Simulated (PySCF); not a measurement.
Computed with PySCF and rigid-rotor harmonic-oscillator thermochemistry at 1 bar. Table values come from the NASA 1993 polynomials. Open shells (unrestricted): NO (multiplicity 2, electronic degeneracy 4). Spin-orbit splitting is ignored; it lowers the true energy and changes the entropy of NO. The harmonic model lacks anharmonicity and excited electronic states, which grow with temperature; levels with a mode under 35 cm⁻¹ are left out.

Harmonic frequencies at PBE/def2-SVP (cm⁻¹): 1956. Point group C∞v; S°(298 K) = 211.2 J/mol/K at this level.

Problem. Work out Cp and S° of gaseous NO at 500, 800, 1200, 1600, 2000 K from these, and set them beside the table.

Solution. 
| T (K) | Cp PBE/def2-SVP | Cp table | S° PBE/def2-SVP | S° table |
|---|---|---|---|---|
| 500 | 30.1 | 30.5 | 226.4 | 226.3 |
| 800 | 32.3 | 32.8 | 241.0 | 241.1 |
| 1200 | 34.5 | 34.8 | 254.6 | 254.8 |
| 1600 | 35.6 | 36.0 | 264.7 | 265.0 |
| 2000 | 36.2 | 36.7 | 272.7 | 273.1 |
Units J/mol/K.
